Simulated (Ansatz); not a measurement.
**CH₄BCl (SMILES CBCl): functionals against CCSD(T) at one geometry**

An exercise on one series of results from a longer session: the logs are not shown, and one member is left open.

The runs use Ansatz 0.2.0, Gaussian basis; single points in def2-TZVPP.

Cores are frozen in the correlated methods.

### The starting structure

SMILES `CBCl`, 7 atoms, charge 0, spin multiplicity 1.

Atoms are counted from 1 here; the program's logs count them from 0.

Bond lengths: C1–B2 1.572 Å, C1–H4 1.084 Å, C1–H5 1.162 Å, C1–H6 1.099 Å, B2–Cl3 1.711 Å, B2–H7 1.173 Å. Angles: B2–C1–H4 116.2°, B2–C1–H5 121.6°, B2–C1–H6 109.5°, H4–C1–H5 91.5°, H4–C1–H6 105.5°, H5–C1–H6 110.6°, C1–B2–Cl3 119.4°, C1–B2–H7 124.3°, Cl3–B2–H7 116.2°.

As a file:

```
C    -0.60650    0.36000   -0.12090
B     0.74960   -0.41410    0.05750
Cl    0.93940   -1.48020    1.38220
H    -1.49090   -0.24990   -0.26900
H    -0.83440    0.97700   -1.07840
H    -0.80910    0.95610    0.78030
H     1.68920   -0.27020   -0.63040
```

Set-up of the first run:

Contents of run/in.yaml:

```yaml
crystal:
  periodic: [false, false, false]
  atoms:
    - {symbol: C, position_ang: [-0.606500, 0.360000, -0.120900]}
    - {symbol: B, position_ang: [0.749600, -0.414100, 0.057500]}
    - {symbol: Cl, position_ang: [0.939400, -1.480200, 1.382200]}
    - {symbol: H, position_ang: [-1.490900, -0.249900, -0.269000]}
    - {symbol: H, position_ang: [-0.834400, 0.977000, -1.078400]}
    - {symbol: H, position_ang: [-0.809100, 0.956100, 0.780300]}
    - {symbol: H, position_ang: [1.689200, -0.270200, -0.630400]}
basis:
  gaussian: {orbitals: def2-TZVPP}
correlation: {method: ccsd_t}
output: {forces: true}
```

No record of the launch command was kept for these runs.

Among the steps run: CCSD(T)/def2-TZVPP; PBE0-D4/def2-TZVPP; wB97M-V/def2-TZVPP; r2SCAN-D4/def2-TZVPP; PBE-D4/def2-TZVPP; B97M-V/def2-TZVPP; revPBE-D4/def2-TZVPP.

One of the session's tables, all rows but one given; the rest of the session is left out.

```
   method  RMS force component (eV/Å)  angle to CCSD(T) forces (°)  dipole (D)
  CCSD(T)                       0.842                    reference        0.94
  PBE0-D4                       0.821                          7.1        1.05
  wB97M-V                           ?                            ?           ?
r2SCAN-D4                       0.829                          6.8        1.06
   PBE-D4                       0.800                         11.9        0.99
   B97M-V                       0.835                          8.7        1.02
revPBE-D4                       0.820                         11.0        0.97
```

Estimate the missing values for wB97M-V.

The run gave: RMS force component (eV/Å): 0.836; angle to CCSD(T) forces (°): 4.4; dipole (D): 1.01. In the column «RMS force component (eV/Å)» it lies between B97M-V (0.835) and CCSD(T) (0.842).
